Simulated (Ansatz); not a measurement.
Worked example: correlation energy of SiAsH$_{3}$ (H-bridged), triplet

Geometry: that of the SiAsH3 (H-bridged), singlet, kept fixed. The singlet lies 1.2 eV lower here.

```xyz
5

Si   -0.0418    0.0000    1.5269
As   -0.0034    0.0000   -0.6438
H     1.2924    0.0000    0.4670
H     0.0615    1.1927    2.4197
H     0.0615   -1.1927    2.4197
```

Basis cc-pVDZ; Ansatz 0.2.0. Only valence electrons are correlated (noble-gas cores and the filled d shells of p-block atoms frozen), which leaves 12 electrons in 41 orbitals. R marks a restricted (for open shells ROHF) determinant, U an unrestricted one. No spin–orbit coupling is included, and no scalar relativity.

Full CI isn't at hand for all of this; UCCSDT(Q) serves as the reference, and is uncertain by about the last step of the cluster series.

Runs differ by some tens of microhartree through their thresholds and, for an open shell, their frozen cores, so steps under 0.03 kcal/mol mean nothing.

| level | total energy (hartree) |
| --- | --- |
| UHF | -2524.739075 |
| UMP2 | -2524.927080 |
| UCCSD | -2524.966516 |
| UCCSD(T) | -2524.974077 |
| UCCSDT | -2524.975421 |
| UCCSDT(Q) | -2524.975876 |

Question: What is the correlation energy at UCCSDT(Q), and what share of it do UMP2 and UCCSDT recover?

Answer: E(corr) = -2524.975876 − (-2524.739075) = -0.236801 hartree = -6.444 eV. UMP2: -0.188005 / -0.236801 = 79.39 %. UCCSDT: -0.236346 / -0.236801 = 99.81 %.

Question: By how many kcal/mol does UCCSD(T) miss UCCSDT(Q) (1 hartree = 627.509 kcal/mol), and which steps make up the rest?

Answer: -2524.974077 − (-2524.975876) = 0.001799 hartree = 1.13 kcal/mol. Steps: UCCSDT − UCCSD(T) = -0.84, UCCSDT(Q) − UCCSDT = -0.29 kcal/mol. Differences between like states or geometries often cancel part of this.
